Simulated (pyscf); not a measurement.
Single points on ωB97X-D3(BJ)/def2-SVP structures (PySCF, gas phase).

Question: PBE/def2-TZVP puts the barrier of H₃Si–Si(SiH₃)(SiH₃)–Cl + CH₃• → H₃Si–Si•(SiH₃)–Cl + H₃C–SiH₃ (substitution at Si; doublet surface; Si–Si broken, C–Si formed) at -4.5 kJ/mol and the reaction energy at -85.8 kJ/mol, from the separated reactants. What do r²SCAN/def2-TZVP, PBE0-D3(BJ)/def2-TZVP, ωB97M-D3(BJ)/def2-TZVP give on the same structures?

Answer: r²SCAN: ΔE‡ = 11.3 kJ/mol, ΔE = -72.7 kJ/mol; PBE0-D3(BJ): ΔE‡ = 9.1 kJ/mol, ΔE = -73.3 kJ/mol; ωB97M-D3(BJ): ΔE‡ = 25.4 kJ/mol, ΔE = -82.1 kJ/mol. PBE's barrier lies under all of them, by 13.6 to 30.0 kJ/mol. Its reaction energy lies under all of them, by 3.7 to 13.1 kJ/mol. At PBE this geometry lies under the reactants; that is no barrier but a single point on another level's saddle; such a level's own saddle, if it has one, lies nearer that side and is low. One saddle was located; it need not be the lowest between these sides. The angle at the attacked Si is 179°.
